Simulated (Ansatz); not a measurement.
Cartesian coordinates (Å):
```xyz
7

C      0.8612     0.0586    -0.0037
C     -0.6194    -0.0283     0.0074
H      1.4694    -0.7748     0.3204
H      1.3659     0.9033    -0.4522
H     -1.0842     0.9581     0.0747
H     -0.9848    -0.6367     0.8384
H     -1.0093    -0.4935    -0.9113
```
Charge 0, spin multiplicity 2.

All values below come from frozen-core CCSD(T)/def2-TZVPP // B3LYP-D3(BJ)/def2-TZVP run with Ansatz (a program for electronic structure).

| Quantity | Value |
|---|---|
| HF energy | -78.63005 Ha |
| MP2 correlation energy | -0.32964 Ha |

Estimate the CCSD correlation energy, the (T) correction, the total energy and the T1 diagnostic.


| Quantity | Result |
|---|---|
| CCSD correlation energy | -0.36180 Ha |
| (T) correction | -0.01193 Ha |
| CCSD(T) total energy | -79.00378 Ha |
| T1 diagnostic | 0.011 |
